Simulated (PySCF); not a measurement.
Which functional comes closest?

Molecule: SMILES C(C(C)(F)F)#N, C3H3F2N.

Structure with atom numbers: `[CH3:1][C:2]([F:3])([F:4])[C:5]#[N:6]`. Each H is labelled by its parent atom.

Geometry PBE0-D3(BJ)/def2-SVP throughout; GIAO in PySCF 2.14, gas phase, one conformer, non-relativistic; equivalent atoms averaged; basis pcSseg-2.

Reference values (measured; G. Saielli, R. Bini, A. Bagno, Computational 19F NMR. 2. Organic compounds, RSC Adv. 2014, ESI (exp. from Berger-Braun-Kalinowski 1994 and Everett 1995)): δ(F3/F4) = -85.4 ppm vs CFCl3. Computed shifts are taken against CFCl3, calculated as an isolated molecule at each level.

Q: How do the functionals HF, LDA, PBE, BLYP, BP86, OPBE, KT2, KT3, B97-D, B3LYP, PBE0, mPW1PW91, WP04, B97-2, BHandHLYP, CAM-B3LYP, wB97X-D, LC-wPBE perform against the reference? Times are CPU seconds on shared hosts with different chips, so compare them loosely; the GGAs took longer than the global hybrids here, which isn't the general rule, and the cause wasn't traced.

A: 
```tsv
functional	kind	F3/F4	abs. error F	core-s
HF	Hartree–Fock	-73.5	11.9	10
LDA	LDA	-112.2	26.8	22
PBE	GGA	-111.9	26.5	36
BLYP	GGA	-110.9	25.5	28
BP86	GGA	-112.2	26.8	27
OPBE	GGA	-110.1	24.7	28
KT2	GGA	-116.3	30.9	35
KT3	GGA	-112.6	27.2	35
B97-D	GGA	-109.5	24.1	33
B3LYP	global hybrid	-100.3	14.9	23
PBE0	global hybrid	-98.9	13.5	23
mPW1PW91	global hybrid	-98.6	13.2	23
WP04	global hybrid	-97.7	12.3	25
B97-2	global hybrid	-99.4	14.0	25
BHandHLYP	global hybrid	-87.8	2.4	24
CAM-B3LYP	range-separated hybrid	-90.2	4.8	34
wB97X-D	range-separated hybrid	-92.6	7.2	32
LC-wPBE	range-separated hybrid	-81.2	4.2	43
```

For ¹⁹F the closest is BHandHLYP (2.4 ppm) and the furthest KT2 (30.9 ppm). One molecule is a small sample, and vibrational and solvent effects are absent from the calculation.
